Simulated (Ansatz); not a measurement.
# Molecular dynamics of C₃H₇NS

Input file:

```yaml
crystal:
  periodic: [false, false, false]
  atoms:
    - { symbol: C, position_ang: [-0.559598, -0.01603, -1.709445] }
    - { symbol: C, position_ang: [-0.315205, 0.494035, -0.27868] }
    - { symbol: S, position_ang: [-1.51546, 0.148512, 1.032546] }
    - { symbol: C, position_ang: [0.181847, -0.465426, 0.794464] }
    - { symbol: "N", position_ang: [1.3217, -0.058069, 1.649431] }
    - { symbol: H, position_ang: [-1.253752, 0.646399, -2.244061] }
    - { symbol: H, position_ang: [0.386745, -0.044583, -2.267047] }
    - { symbol: H, position_ang: [-0.986733, -1.026297, -1.693494] }
    - { symbol: H, position_ang: [0.142445, 1.492873, -0.253314] }
    - { symbol: H, position_ang: [0.278864, -1.521321, 0.501266] }
    - { symbol: H, position_ang: [1.131173, 0.927071, 1.970931] }
    - { symbol: H, position_ang: [1.265174, -0.632565, 2.531302] }
basis:
  gaussian: { orbitals: STO-3G }
hamiltonian:
  xc: cam_b3lyp
md:
  timestep: 0.5
  n_steps: 227
  ensemble: nvt_langevin
  temperature: 500.0
  initial_velocities: maxwell_boltzmann
  seed: 201317
  friction: 0.02
  temperature_schedule:
    - { n_steps: 56, end_temperature: 500.0 }
    - { n_steps: 170, end_temperature: 10.0 }
scf:
  lower_state_search: "off"
```

Run as:

```bash
$ ansatz run input.yaml --threads 1 --pin off --max-ram 2048MiB --backend cpu --events-out ev --progress --plain --runs-dir out
```

It starts from a relaxed structure.

Output, in part (one step line in 3, the closing report, with atoms numbered from 0):

```
md step     0: t =     0.00 fs  T =   458.3 K (target 500.0 K)  F+E_penalty+E_count = -15368.14390798 eV  E_kin = 0.710930 eV  (13 SCF iters)
md step     3: t =     1.50 fs  T =   331.8 K (target 500.0 K)  F+E_penalty+E_count = -15367.95017940 eV  E_kin = 0.514725 eV  (20 SCF iters)
md step     6: t =     3.00 fs  T =   221.2 K (target 500.0 K)  F+E_penalty+E_count = -15367.77826333 eV  E_kin = 0.343150 eV  (19 SCF iters)
md step     9: t =     4.50 fs  T =   227.9 K (target 500.0 K)  F+E_penalty+E_count = -15367.80211453 eV  E_kin = 0.353435 eV  (20 SCF iters)
md step    12: t =     6.00 fs  T =   184.6 K (target 500.0 K)  F+E_penalty+E_count = -15367.67694190 eV  E_kin = 0.286411 eV  (20 SCF iters)
md step    15: t =     7.50 fs  T =   134.3 K (target 500.0 K)  F+E_penalty+E_count = -15367.56695161 eV  E_kin = 0.208258 eV  (20 SCF iters)
md step    18: t =     9.00 fs  T =   250.2 K (target 500.0 K)  F+E_penalty+E_count = -15367.71315344 eV  E_kin = 0.388088 eV  (20 SCF iters)
md step    21: t =    10.50 fs  T =   331.7 K (target 500.0 K)  F+E_penalty+E_count = -15367.75265308 eV  E_kin = 0.514520 eV  (20 SCF iters)
md step    24: t =    12.00 fs  T =   235.6 K (target 500.0 K)  F+E_penalty+E_count = -15367.59655885 eV  E_kin = 0.365402 eV  (20 SCF iters)
md step    27: t =    13.50 fs  T =   359.1 K (target 500.0 K)  F+E_penalty+E_count = -15367.69036794 eV  E_kin = 0.557054 eV  (19 SCF iters)
md step    30: t =    15.00 fs  T =   472.3 K (target 500.0 K)  F+E_penalty+E_count = -15367.87648041 eV  E_kin = 0.732550 eV  (20 SCF iters)
md step    33: t =    16.50 fs  T =   435.8 K (target 500.0 K)  F+E_penalty+E_count = -15367.75539261 eV  E_kin = 0.675991 eV  (19 SCF iters)
md step    36: t =    18.00 fs  T =   443.6 K (target 500.0 K)  F+E_penalty+E_count = -15367.65268602 eV  E_kin = 0.688097 eV  (19 SCF iters)
md step    39: t =    19.50 fs  T =   464.9 K (target 500.0 K)  F+E_penalty+E_count = -15367.65617515 eV  E_kin = 0.721160 eV  (19 SCF iters)
md step    42: t =    21.00 fs  T =   351.3 K (target 500.0 K)  F+E_penalty+E_count = -15367.53148601 eV  E_kin = 0.544896 eV  (19 SCF iters)
md step    45: t =    22.50 fs  T =   277.2 K (target 500.0 K)  F+E_penalty+E_count = -15367.42421805 eV  E_kin = 0.429935 eV  (19 SCF iters)
md step    48: t =    24.00 fs  T =   411.4 K (target 500.0 K)  F+E_penalty+E_count = -15367.56855313 eV  E_kin = 0.638054 eV  (20 SCF iters)
md step    51: t =    25.50 fs  T =   534.9 K (target 500.0 K)  F+E_penalty+E_count = -15367.74104854 eV  E_kin = 0.829710 eV  (19 SCF iters)
md step    54: t =    27.00 fs  T =   537.3 K (target 500.0 K)  F+E_penalty+E_count = -15367.65833869 eV  E_kin = 0.833362 eV  (20 SCF iters)
md step    57: t =    28.50 fs  T =   542.6 K (target 498.6 K)  F+E_penalty+E_count = -15367.66672687 eV  E_kin = 0.841706 eV  (20 SCF iters)
md step    60: t =    30.00 fs  T =   478.5 K (target 489.9 K)  F+E_penalty+E_count = -15367.65288068 eV  E_kin = 0.742192 eV  (20 SCF iters)
md step    63: t =    31.50 fs  T =   436.2 K (target 481.3 K)  F+E_penalty+E_count = -15367.50950300 eV  E_kin = 0.676589 eV  (20 SCF iters)
md step    66: t =    33.00 fs  T =   317.9 K (target 472.6 K)  F+E_penalty+E_count = -15367.42723603 eV  E_kin = 0.493173 eV  (19 SCF iters)
md step    69: t =    34.50 fs  T =   449.1 K (target 464.0 K)  F+E_penalty+E_count = -15367.54889678 eV  E_kin = 0.696682 eV  (19 SCF iters)
md step    72: t =    36.00 fs  T =   512.9 K (target 455.3 K)  F+E_penalty+E_count = -15367.54638887 eV  E_kin = 0.795526 eV  (19 SCF iters)
md step    75: t =    37.50 fs  T =   412.5 K (target 446.7 K)  F+E_penalty+E_count = -15367.37218109 eV  E_kin = 0.639792 eV  (19 SCF iters)
md step    78: t =    39.00 fs  T =   477.7 K (target 438.0 K)  F+E_penalty+E_count = -15367.47440018 eV  E_kin = 0.740906 eV  (19 SCF iters)
md step    81: t =    40.50 fs  T =   405.2 K (target 429.4 K)  F+E_penalty+E_count = -15367.45709672 eV  E_kin = 0.628519 eV  (20 SCF iters)
md step    84: t =    42.00 fs  T =   368.7 K (target 420.7 K)  F+E_penalty+E_count = -15367.37485153 eV  E_kin = 0.571906 eV  (19 SCF iters)
md step    87: t =    43.50 fs  T =   425.1 K (target 412.1 K)  F+E_penalty+E_count = -15367.50840444 eV  E_kin = 0.659338 eV  (19 SCF iters)
md step    90: t =    45.00 fs  T =   515.9 K (target 403.4 K)  F+E_penalty+E_count = -15367.67041017 eV  E_kin = 0.800165 eV  (19 SCF iters)
md step    93: t =    46.50 fs  T =   484.6 K (target 394.8 K)  F+E_penalty+E_count = -15367.59778155 eV  E_kin = 0.751679 eV  (19 SCF iters)
md step    96: t =    48.00 fs  T =   437.9 K (target 386.1 K)  F+E_penalty+E_count = -15367.52486652 eV  E_kin = 0.679270 eV  (19 SCF iters)
md step    99: t =    49.50 fs  T =   437.7 K (target 377.5 K)  F+E_penalty+E_count = -15367.48579045 eV  E_kin = 0.678869 eV  (19 SCF iters)
md step   102: t =    51.00 fs  T =   413.2 K (target 368.9 K)  F+E_penalty+E_count = -15367.43049455 eV  E_kin = 0.640876 eV  (19 SCF iters)
md step   105: t =    52.50 fs  T =   415.4 K (target 360.2 K)  F+E_penalty+E_count = -15367.39544653 eV  E_kin = 0.644381 eV  (19 SCF iters)
md step   108: t =    54.00 fs  T =   422.0 K (target 351.6 K)  F+E_penalty+E_count = -15367.39531108 eV  E_kin = 0.654552 eV  (19 SCF iters)
md step   111: t =    55.50 fs  T =   426.5 K (target 342.9 K)  F+E_penalty+E_count = -15367.42951214 eV  E_kin = 0.661484 eV  (19 SCF iters)
md step   114: t =    57.00 fs  T =   471.0 K (target 334.3 K)  F+E_penalty+E_count = -15367.48603123 eV  E_kin = 0.730585 eV  (19 SCF iters)
md step   117: t =    58.50 fs  T =   406.9 K (target 325.6 K)  F+E_penalty+E_count = -15367.40676369 eV  E_kin = 0.631103 eV  (20 SCF iters)
md step   120: t =    60.00 fs  T =   461.4 K (target 317.0 K)  F+E_penalty+E_count = -15367.44625581 eV  E_kin = 0.715754 eV  (19 SCF iters)
md step   123: t =    61.50 fs  T =   505.0 K (target 308.3 K)  F+E_penalty+E_count = -15367.51239296 eV  E_kin = 0.783376 eV  (19 SCF iters)
md step   126: t =    63.00 fs  T =   411.5 K (target 299.7 K)  F+E_penalty+E_count = -15367.43700379 eV  E_kin = 0.638312 eV  (19 SCF iters)
md step   129: t =    64.50 fs  T =   355.6 K (target 291.0 K)  F+E_penalty+E_count = -15367.44595609 eV  E_kin = 0.551597 eV  (19 SCF iters)
md step   132: t =    66.00 fs  T =   381.3 K (target 282.4 K)  F+E_penalty+E_count = -15367.46226260 eV  E_kin = 0.591459 eV  (19 SCF iters)
md step   135: t =    67.50 fs  T =   362.2 K (target 273.7 K)  F+E_penalty+E_count = -15367.43917059 eV  E_kin = 0.561797 eV  (19 SCF iters)
md step   138: t =    69.00 fs  T =   315.1 K (target 265.1 K)  F+E_penalty+E_count = -15367.35989765 eV  E_kin = 0.488782 eV  (19 SCF iters)
md step   141: t =    70.50 fs  T =   329.9 K (target 256.4 K)  F+E_penalty+E_count = -15367.37711677 eV  E_kin = 0.511645 eV  (19 SCF iters)
md step   144: t =    72.00 fs  T =   320.6 K (target 247.8 K)  F+E_penalty+E_count = -15367.40584814 eV  E_kin = 0.497212 eV  (19 SCF iters)
md step   147: t =    73.50 fs  T =   374.1 K (target 239.1 K)  F+E_penalty+E_count = -15367.48972183 eV  E_kin = 0.580325 eV  (19 SCF iters)
md step   150: t =    75.00 fs  T =   455.1 K (target 230.5 K)  F+E_penalty+E_count = -15367.59383579 eV  E_kin = 0.705883 eV  (19 SCF iters)
md step   153: t =    76.50 fs  T =   431.4 K (target 221.9 K)  F+E_penalty+E_count = -15367.59113608 eV  E_kin = 0.669191 eV  (19 SCF iters)
md step   156: t =    78.00 fs  T =   389.2 K (target 213.2 K)  F+E_penalty+E_count = -15367.58810485 eV  E_kin = 0.603642 eV  (19 SCF iters)
md step   159: t =    79.50 fs  T =   316.5 K (target 204.6 K)  F+E_penalty+E_count = -15367.53065385 eV  E_kin = 0.490996 eV  (19 SCF iters)
md step   162: t =    81.00 fs  T =   263.8 K (target 195.9 K)  F+E_penalty+E_count = -15367.47439643 eV  E_kin = 0.409157 eV  (20 SCF iters)
md step   165: t =    82.50 fs  T =   271.8 K (target 187.3 K)  F+E_penalty+E_count = -15367.50671018 eV  E_kin = 0.421670 eV  (19 SCF iters)
md step   168: t =    84.00 fs  T =   312.1 K (target 178.6 K)  F+E_penalty+E_count = -15367.56617515 eV  E_kin = 0.484046 eV  (20 SCF iters)
md step   171: t =    85.50 fs  T =   317.5 K (target 170.0 K)  F+E_penalty+E_count = -15367.60749112 eV  E_kin = 0.492496 eV  (19 SCF iters)
md step   174: t =    87.00 fs  T =   363.0 K (target 161.3 K)  F+E_penalty+E_count = -15367.70528269 eV  E_kin = 0.563133 eV  (19 SCF iters)
md step   177: t =    88.50 fs  T =   378.4 K (target 152.7 K)  F+E_penalty+E_count = -15367.75038980 eV  E_kin = 0.586929 eV  (19 SCF iters)
md step   180: t =    90.00 fs  T =   325.4 K (target 144.0 K)  F+E_penalty+E_count = -15367.69429947 eV  E_kin = 0.504701 eV  (19 SCF iters)
md step   183: t =    91.50 fs  T =   286.6 K (target 135.4 K)  F+E_penalty+E_count = -15367.66923365 eV  E_kin = 0.444619 eV  (19 SCF iters)
md step   186: t =    93.00 fs  T =   291.9 K (target 126.7 K)  F+E_penalty+E_count = -15367.70487077 eV  E_kin = 0.452706 eV  (19 SCF iters)
md step   189: t =    94.50 fs  T =   286.8 K (target 118.1 K)  F+E_penalty+E_count = -15367.71519429 eV  E_kin = 0.444909 eV  (19 SCF iters)
md step   192: t =    96.00 fs  T =   323.8 K (target 109.4 K)  F+E_penalty+E_count = -15367.77513532 eV  E_kin = 0.502265 eV  (20 SCF iters)
md step   195: t =    97.50 fs  T =   334.2 K (target 100.8 K)  F+E_penalty+E_count = -15367.83486896 eV  E_kin = 0.518367 eV  (19 SCF iters)
md step   198: t =    99.00 fs  T =   324.8 K (target 92.1 K)  F+E_penalty+E_count = -15367.84319393 eV  E_kin = 0.503800 eV  (19 SCF iters)
md step   201: t =   100.50 fs  T =   283.6 K (target 83.5 K)  F+E_penalty+E_count = -15367.80470245 eV  E_kin = 0.439901 eV  (19 SCF iters)
md step   204: t =   102.00 fs  T =   264.0 K (target 74.9 K)  F+E_penalty+E_count = -15367.79926099 eV  E_kin = 0.409477 eV  (20 SCF iters)
md step   207: t =   103.50 fs  T =   241.1 K (target 66.2 K)  F+E_penalty+E_count = -15367.77648618 eV  E_kin = 0.373978 eV  (20 SCF iters)
md step   210: t =   105.00 fs  T =   205.5 K (target 57.6 K)  F+E_penalty+E_count = -15367.74345978 eV  E_kin = 0.318740 eV  (20 SCF iters)
md step   213: t =   106.50 fs  T =   231.9 K (target 48.9 K)  F+E_penalty+E_count = -15367.78461247 eV  E_kin = 0.359708 eV  (20 SCF iters)
md step   216: t =   108.00 fs  T =   223.1 K (target 40.3 K)  F+E_penalty+E_count = -15367.82278003 eV  E_kin = 0.346064 eV  (20 SCF iters)
md step   219: t =   109.50 fs  T =   239.9 K (target 31.6 K)  F+E_penalty+E_count = -15367.84292218 eV  E_kin = 0.372109 eV  (20 SCF iters)
md step   222: t =   111.00 fs  T =   257.7 K (target 23.0 K)  F+E_penalty+E_count = -15367.89841475 eV  E_kin = 0.399788 eV  (20 SCF iters)
md step   225: t =   112.50 fs  T =   254.5 K (target 14.3 K)  F+E_penalty+E_count = -15367.91963173 eV  E_kin = 0.394799 eV  (20 SCF iters)
md step   227: t =   113.50 fs  T =   231.0 K (target 10.0 K)  F+E_penalty+E_count = -15367.89576409 eV  E_kin = 0.358353 eV  (20 SCF iters)
Total energy: -15367.89586091 eV, -564.7597561545 hartree
Atom 0 at    -0.523186    -0.045419    -1.793383 Å, force     0.385187     1.075181    -0.824302 eV/Å
Atom 1 at    -0.299471     0.471993    -0.341030 Å, force     1.244357     0.852341    -0.163832 eV/Å
Atom 2 at    -1.486864     0.121465     0.973377 Å, force     0.108371    -0.147848    -0.087323 eV/Å
Atom 3 at     0.189805    -0.550286     0.676219 Å, force     0.253871     0.121437     1.192536 eV/Å
Atom 4 at     1.359603    -0.327416     1.590419 Å, force    -0.054168     0.914316    -2.103912 eV/Å
Atom 5 at    -0.925422     0.807180    -2.377069 Å, force    -0.232138    -0.468002     0.106029 eV/Å
Atom 6 at     0.442533    -0.287131    -2.309261 Å, force    -0.599035    -0.095997     0.747620 eV/Å
Atom 7 at    -1.217527    -0.905099    -1.882067 Å, force     0.343080     0.349839     0.318380 eV/Å
Atom 8 at     0.215049     1.492990    -0.292893 Å, force    -0.765392    -1.433471    -0.206181 eV/Å
Atom 9 at     0.231203    -1.559633     0.281003 Å, force    -0.119428    -0.726847    -0.063773 eV/Å
Atom 10 at     1.377931     0.688001     1.815869 Å, force     0.071596     0.619227    -0.000970 eV/Å
Atom 11 at     1.224755    -0.759770     2.507422 Å, force    -0.636300    -1.060175     1.085728 eV/Å
Dipole moment:    -0.062224     0.095807     0.075095 e Å
```

The run went to its last step. The schedule's set-point averaged 170 K over the second half and the system 328 K, so it lags behind the ramp. A run of 0.11 ps of so small a system gives no equilibrium averages. Limits of this set-up: minimal basis.

The same pairs are bonded in the first frame and the last. Pairs count as bonded within 1.25 times the sum of covalent radii (0.12 Å more for H–H).

Last frame:

```xyz
12
Properties=species:S:1:pos:R:3
C -0.523 -0.045 -1.793
C -0.299 0.472 -0.341
S -1.487 0.121 0.973
C 0.190 -0.550 0.676
N 1.360 -0.327 1.590
H -0.925 0.807 -2.377
H 0.443 -0.287 -2.309
H -1.218 -0.905 -1.882
H 0.215 1.493 -0.293
H 0.231 -1.560 0.281
H 1.378 0.688 1.816
H 1.225 -0.760 2.507
```

Time of the run: 7.2 min on 1 CPU thread of a shared host.
